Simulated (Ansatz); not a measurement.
# NF3 (singlet): the correlation ladder, 6-31G

An exercise on one series of results from a longer session: the logs are not shown, and one member is left open.

Computed with Ansatz 0.2.0, Gaussian basis. Level: 6-31G, core rule «outside noble gas», up to 4 orbitals frozen.

To be run: UHF; CCSD(T) on RHF; BCCD(T) on RHF; CISD; CCSDT(Q) on RHF; CCSDTQ on RHF; CASSCF and MRCISD+Q, 20 electrons in 13 orbitals; CASSCF and NEVPT2, 20 electrons in 13 orbitals.

18 further runs of the same task are left out: 1 that didn't finish, 17 set aside as unsound or not needed.

## What is computed

The geometry is an MP2(full)/6-31G* stationary point (not a proven minimum).

4 atoms, charge 0, spin multiplicity 1.

Atoms are counted from 1 here; the program's logs count them from 0.

Bond lengths: N1–F2 1.383 Å, N1–F3 1.383 Å, N1–F4 1.383 Å. Angles: F2–N1–F3 101.6°, F2–N1–F4 101.6°, F3–N1–F4 101.6°.

Set-up of the first run:

in.yaml

```yaml
crystal:
  periodic: [false, false, false]
  atoms:
    - {symbol: N, position_ang: [0.000000, 0.000000, 0.494981]}
    - {symbol: F, position_ang: [0.000000, 1.238218, -0.121643]}
    - {symbol: F, position_ang: [1.072328, -0.619109, -0.121643]}
    - {symbol: F, position_ang: [-1.072328, -0.619109, -0.121643]}
basis:
  gaussian: {orbitals: 6-31G}
magnetization: {spin_polarized: true, initial_magnetization: 0}
hamiltonian: {xc: hf}
output: {orbitals: {seedname: orbitals}}
```

Run with:

```
> ansatz run in.yaml --threads 1 --pin off --events-out ev --progress --plain --max-ram 3956MiB --backend cpu
```

Among the steps run: UHF; CCSD(T) on RHF; BCCD(T) on RHF; CISD; CCSDT(Q) on RHF; CCSDTQ on RHF; CASSCF and MRCISD+Q, 20 electrons in 13 orbitals; CASSCF and NEVPT2, 20 electrons in 13 orbitals.

One table of the session follows, with a row left open; its other results are not shown here.

```
          method  from RCCSDTQ (kcal/mol)
             RHF                  +324.11
            RMP2                        ?
            CISD                   +45.11
           RCCSD                    +9.77
        RCCSD(T)                    +1.68
         BCCD(T)                    +1.44
          RCCSDT                    +1.17
       RCCSDT(Q)                    -0.16
         RCCSDTQ                        0
  CASSCF valence                  +223.00
  NEVPT2 valence                   +20.60
  MRCISD valence                   +20.65
MRCISD+Q valence                    +5.22
```

Q: Estimate the row for RMP2 from the others.

**Answer.** from RCCSDTQ (kcal/mol): +12.29. In the column «from RCCSDTQ (kcal/mol)» it lies between RCCSD (+9.77) and NEVPT2 valence (+20.60).
